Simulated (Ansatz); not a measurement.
Strength of the N–H bond: CH4N → CH3N + H

Species: CH4N `[CH2]N`, doublet; CH3N `C=N`, singlet; H atom, doublet. 

Shapes, held fixed at every level: PBE0-D4/def2-TZVP. Flexible molecules stand in one conformer, not always the lowest. Programs: Ansatz 0.2.0. The zero-point and thermal change to 298 K, harmonic and unscaled (PBE0-D4/def2-TZVP), is -22.0 kJ/mol.

(1) Estimate ΔH(298 K) of this reaction.

## Answers

(1) The highest level, CCSD(T)/CBS estimate, gives ΔH(298 K) = +158.2 kJ/mol; the levels span +131.5 to +196.0. A fragment pairs its electrons up again, so this isn't a typical strength of such a bond. The column of differences is taken from that level and isn't an error. No measured value is set beside it here. Open shells run unrestricted unless RO is named. The CBS estimate extrapolates MP2 from def2-TZVPP and def2-QZVPP and adds CCSD(T) − MP2 in the triple-zeta set, cores frozen.

| level | kind | ΔH(298 K) (kJ/mol) | less CCSD(T)/CBS estimate |
| --- | --- | --- | --- |
| SPW92/def2-TZVPP | LDA | +196.0 | +37.8 |
| BHLYP-D4/def2-TZVPP | global hybrid | +179.0 | +20.8 |
| r2SCAN0-D4/def2-TZVPP | global hybrid | +188.8 | +30.6 |
| wB97M-V/def2-TZVPP | range-separated hybrid | +163.1 | +4.9 |
| B2PLYP/def2-TZVPP | double hybrid | +160.5 | +2.3 |
| MP2/def2-SVP | perturbation theory | +131.5 | -26.7 |
| MP2/def2-TZVPP | perturbation theory | +142.2 | -16.0 |
| CCSD(T)/CBS estimate | coupled cluster or CI | +158.2 | 0.0 |
